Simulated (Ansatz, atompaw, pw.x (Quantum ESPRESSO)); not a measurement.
**tungsten: one change to the PAW (atompaw) potential, in the atom and in the bcc crystal**

* Element: W (Z = 74)
* Generator: atompaw 4.2.0.5
* Type: PAW
* Functional: PBE
* Relativity: scalar-relativistic
* Frozen core: [Kr] 4d10
* Valence charge: 28
* Reference configuration: 4f13 5s2 5p6 5d5 6s2 6p0
* Partial waves: 5s (bound); 6s (bound); 5p (bound); 6p (bound, empty); 5d (bound); 5d channel at 2.6 Ry; 4f (bound); 4f channel at -2.5 Ry
* Local potential: troulliermartins scheme with l = 4 at -0.5 Ry, radius 2.20 bohr
* Core correction: smooth core density matched at 1.25 bohr
* Augmentation charge: sinc compensation charge, radius 2.10 bohr; PAW radius 2.45 bohr; waves and projectors: bloechl

Change: wave 4f channel at -2.5 Ry becomes 4f channel at -2.99 Ry.

Cutoffs, loose and tight: the cutoffs (Ry, on a coarse ladder) from which the occupation-weighted sum of valence levels, in a spherical-Bessel basis at the reference potential, stays within 10 and 1 mRy of its value at 400 Ry. They see the waves, projectors and local potential, not the compensation charge or the core.

Crystal test: bcc W in pw.x 7.5, no spin, 14³ k-points, Fermi–Dirac smearing 0.01 Ry, cutoffs set for each file from its atomic test. The reference is all-electron LAPW (Ansatz 0.2.0) with the same functional, mesh and smearing; V0 and B0 come from Birch–Murnaghan fits to the pressures at five volumes. Errors are pseudo minus all-electron; Δ is the rms difference of the E(V) curves that follow from these fits, minima aligned, over ±6 % about the mean V0. Mesh and smearing are coarse, so the numbers serve the comparison and aren't converged zero-temperature values; the lattice is a test structure that the element need not adopt.

All-electron: a0 = 3.184 Å (V0 = 16.15 Å³/atom), B0 = 300.6 GPa.

Problem. Does the change bring the crystal closer to the all-electron result?

Solution. The mean pressure error goes from +0.51 to +0.88 GPa, so the change moves the solid further from the all-electron pressures.

```
                 quantity       base    changed
           outcome (atom)  generated  generated
     cutoff, loose (atom)      50 Ry      50 Ry
     cutoff, tight (atom)      70 Ry      70 Ry
      bound ghosts (atom)       none       none
     cutoffs in pw.x (Ry)     85/850     85/850
                   a0 (Å)      3.186      3.187
             a0 error (%)      +0.05      +0.09
             B0 error (%)       +0.4       +0.3
             Δ (meV/atom)        1.8        3.0
mean pressure error (GPa)      +0.51      +0.88
```

 The atomic cutoffs weigh occupied waves only.
